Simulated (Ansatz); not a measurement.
Geometry optimisation, RKS revPBE/6-31G* in Ansatz 0.2.0.

The input (input.yaml):

```yaml
crystal:
  periodic: [false, false, false]
  atoms:
    - { symbol: Si, position_ang: [0.312169, -0.00441, 0.030487] }
    - { symbol: C, position_ang: [0.833869, -0.023786, 1.827184] }
    - { symbol: H, position_ang: [0.048148, -0.123621, 2.596806] }
    - { symbol: H, position_ang: [1.532493, -0.868739, 1.959893] }
    - { symbol: H, position_ang: [1.389828, 0.90554, 2.03468] }
    - { symbol: H, position_ang: [1.721522, 0.113602, -0.348703] }
    - { symbol: Si, position_ang: [-0.993598, 1.824511, -0.705451] }
    - { symbol: H, position_ang: [-2.431775, 1.421403, -0.882826] }
    - { symbol: H, position_ang: [-0.949903, 2.965535, 0.275734] }
    - { symbol: H, position_ang: [-0.480795, 2.344062, -2.021137] }
    - { symbol: H, position_ang: [-0.26326, -1.305496, -0.462665] }
basis:
  gaussian: { orbitals: "6-31G*" }
hamiltonian:
  xc: revpbe
relax:
  f_tol: 0.03
  max_steps: 50
```

Command:

```bash
$ ansatz run input.yaml --threads 1 --pin off --max-ram 2048MiB --backend cpu --events-out ev --progress --plain --runs-dir out
```

Task: Where does it end, and by what steps?

Result: The run converged. The force dipped under the threshold on the way, but the program's further checks kept it going. After 12 steps the energy has fallen by 0.316 eV; H8 moved furthest, 0.77 Å.

```csv
step,energy less start (eV),largest force component (eV/Å),accepted
0,0.0000,1.216,yes
1,-0.2062,0.369,yes
2,-0.2670,0.247,yes
3,-0.2940,0.075,yes
4,-0.3009,0.121,yes
5,-0.2975,0.332,no
6,-0.3077,0.029,yes
7,-0.3105,0.120,yes
8,-0.3121,0.111,yes
9,-0.3144,0.103,yes
10,-0.3153,0.066,yes
11,-0.3159,0.035,yes
12,-0.3161,0.011,yes
```

```xyz
11
Properties=species:S:1:pos:R:3
Si 0.548 0.086 -0.019
C 0.702 -0.085 1.877
H -0.276 -0.313 2.335
H 1.399 -0.902 2.134
H 1.083 0.846 2.329
H 1.904 0.355 -0.620
Si -0.922 1.819 -0.668
H -2.312 1.578 -0.143
H -0.459 3.150 -0.139
H -1.007 1.923 -2.167
H 0.059 -1.209 -0.613
```

Run time: 16 s on 1 thread of Intel(R) Xeon(R) 6975P-C (Granite Rapids) (shared host), peak memory 0.13 GiB.
